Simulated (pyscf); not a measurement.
# Hydrogen abstraction: H₂N–Al(NH₂)–NH–Al(NH₂)–NH₂ + methyl (CH₃•) -> H₂N–Al(NH₂)–N•–Al(NH₂)–NH₂ + methane (CH₄)

Gas phase, doublet surface, charge 0. Bonds broken: N4–H12. Bonds formed: H12–C17. Optimised with ωB97X-D3(BJ)/def2-SVP in PySCF.

Transition state (Å):

```xyz
20

N     -1.4076     2.6117     1.0825
Al    -1.4999     0.8640     1.4103
N     -2.3520     0.2211     2.8350
N     -0.6535    -0.2178     0.2556
Al     0.5464     0.3074    -0.9669
N      0.1987     1.8398    -1.8171
N      2.0648    -0.5697    -1.2694
H     -1.9442     3.3598     1.5055
H     -0.7355     2.9857     0.4188
H     -2.6190    -0.7507     2.9477
H     -2.7224     0.7698     3.6027
H     -0.2255    -1.2687     0.9001
H     -0.7198     2.2713    -1.7960
H      0.7699     2.2812    -2.5289
H      2.7747    -0.3050    -1.9431
H      2.3242    -1.4436    -0.8260
C      0.3229    -2.1021     1.6928
H      0.0216    -3.0928     1.3283
H     -0.0884    -1.8638     2.6820
H      1.4062    -1.9344     1.6360
```

One imaginary mode, 1659i cm⁻¹; descent along it reached the two sides named.

```tsv
bond	change	reactant side (Å)	saddle	product side
N4–H12	breaks	1.016	1.305	4.6
H12–C17	forms	3.4	1.274	1.100
```

Electronic energies relative to the separated reactants (kJ/mol):

| level | barrier | reaction energy | reverse barrier |
|---|---|---|---|
| ωB97X-D3(BJ)/def2-TZVP | 65.7 | +25.7 | 39.9 |
| PBE/def2-TZVP | 43.4 | +18.5 | 24.9 |
| r²SCAN/def2-TZVP | 58.7 | +27.5 | 31.2 |
| B3LYP-D3(BJ)/def2-TZVP | 55.5 | +20.3 | 35.2 |
| PBE0-D3(BJ)/def2-TZVP | 56.4 | +25.9 | 30.5 |
| M06-2X/def2-TZVP | 72.4 | +29.2 | 43.2 |
| ωB97M-D3(BJ)/def2-TZVP | 71.5 | +24.1 | 47.4 |
| HF/def2-TZVP | 138.5 | -4.7 | 143.2 |

With ωB97M-D3(BJ)/def2-TZVP energies and thermal terms (ideal gas, 1 atm, RRHO with modes under 100 cm⁻¹ raised to 100, one conformer, R ln 2 for rigid chiral ones), in kJ/mol:

```csv
T (K),ΔH‡,ΔG‡,ΔH,ΔG
298,67.0,106.0,+31.5,+32.6
600,67.3,145.6,+28.5,+34.8
900,69.7,184.3,+26.4,+38.5
1200,72.9,222.1,+25.4,+42.7
```

This is the saddle that the search found; another between the same sides may lie lower. The angle at the transferred H is 167°.
